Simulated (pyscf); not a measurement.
Four-centre exchange: H₃C–SnH₃ + ammonia (NH₃) → H₃C–SnH₂–NH₂ + hydrogen (H₂)

Gas phase, singlet surface, charge 0. Bonds broken: Sn2–H6, N9–H10. Bonds formed: Sn2–N9, H6–H10. Optimised with ωB97X-D3(BJ)/def2-SVP in PySCF.

Transition state (Å):

```xyz
12

C     -1.5203    -1.1838    -0.4066
Sn    -0.3017     0.5442    -0.1256
H     -0.9304    -2.0060    -0.8381
H     -2.3659    -0.9337    -1.0608
H     -1.9151    -1.5020     0.5696
H     -2.2578     1.6555     0.1511
H      1.2682    -0.0360     0.3549
H     -0.0187     1.6339    -1.4045
N     -0.6814     1.5872     1.7739
H     -1.7037     1.8131     1.1207
H     -0.0799     2.3821     2.0037
H     -0.7819     1.0033     2.6079
```

One imaginary mode, 1447i cm⁻¹; descent along it reached the two sides named, in the forms told below.

```
bond    change  reactant side (Å)  saddle  product side
------  ------  -----------------  ------  ------------
Sn2–H6  breaks              1.710   2.267           4.5
N9–H10  breaks              1.020   1.234         2.517
Sn2–N9   forms                3.1   2.200         2.048
H6–H10   forms                3.0   1.128         0.765
```

Electronic energies relative to the separated reactants (kJ/mol):

```tsv
level	barrier	reaction energy	reverse barrier
ωB97X-D3(BJ)/def2-TZVP	165.9	+22.7	143.2
PBE/def2-TZVP	150.9	+30.2	120.7
r²SCAN/def2-TZVP	156.7	+26.3	130.4
B3LYP-D3(BJ)/def2-TZVP	164.1	+27.0	137.1
PBE0-D3(BJ)/def2-TZVP	159.1	+31.9	127.1
M06-2X/def2-TZVP	158.4	+10.4	147.9
ωB97M-D3(BJ)/def2-TZVP	173.6	+31.8	141.8
HF/def2-TZVP	236.3	+43.4	192.9
```

With ωB97M-D3(BJ)/def2-TZVP energies and thermal terms (ideal gas, 1 atm, RRHO with modes under 100 cm⁻¹ raised to 100, one conformer, R ln 2 for rigid chiral ones), in kJ/mol:

| T (K) | ΔH‡ | ΔG‡ | ΔH | ΔG |
|---|---|---|---|---|
| 298 | 163.2 | 204.0 | +19.9 | +23.5 |
| 600 | 164.9 | 245.0 | +25.7 | +24.8 |
| 900 | 168.6 | 284.2 | +30.1 | +23.3 |
| 1200 | 172.6 | 322.2 | +33.3 | +20.6 |

On the reactant side the descent ends in a complex (not fully relaxed), 17.4 kJ/mol under the separated species and 183.3 kJ/mol under the saddle at ωB97X-D3(BJ)/def2-TZVP. At the saddle there is also a short H–Sn contact that neither side keeps. This is the saddle that the search found; another between the same sides may lie lower. Elements past Kr carry the def2 core potentials, without spin-orbit coupling.
